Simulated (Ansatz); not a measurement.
We consider rock-salt BaS, described by BLYP (Ansatz, an electronic-structure program, PAW).

Run with plane-wave cutoff 520 eV, 10×10×10 k mesh, Fermi–Dirac smearing 0.01 eV, scalar-relativistic PAW data made under PBE.

Results at a series of volumes:

```csv
V (Å³/atom),E − E_lowest (meV/atom),P (GPa)
32.814,16.49,2.677
33.512,7.03,1.682
34.210,1.68,0.791
34.908,0.00,-0.007
35.606,1.62,-0.723
36.305,6.19,-1.365
37.003,13.41,-1.940
```

### Question
Estimate the bulk modulus from the pressures at 34.210 and 35.606 Å³/atom, and compare it with a fit to all energies.

### Answer
B = −V dP/dV. Between V = 34.210 and 35.606 Å³/atom, dP/dV = (-0.723 − (0.791))/(35.606 − 34.210) = -1.08 GPa per Å³/atom; at the midpoint 34.908 Å³/atom this gives B ≈ 37.9 GPa. The third-order Birch–Murnaghan fit gives V0 = 34.902 Å³/atom, B0 = 37.8 GPa, B′ = 4.5, which lies within 1 % of that estimate.

Measured, for comparison: equilibrium volume per atom 32.60 Å³/atom (room temperature, no zero-point or thermal correction; as tabulated in Lucero et al. (2012), arXiv:1111.4515). Computed (rounded) less measured: equilibrium volume per atom +7.1 %.

Spin–orbit coupling is not included.

Static lattice: no zero-point or thermal effects.
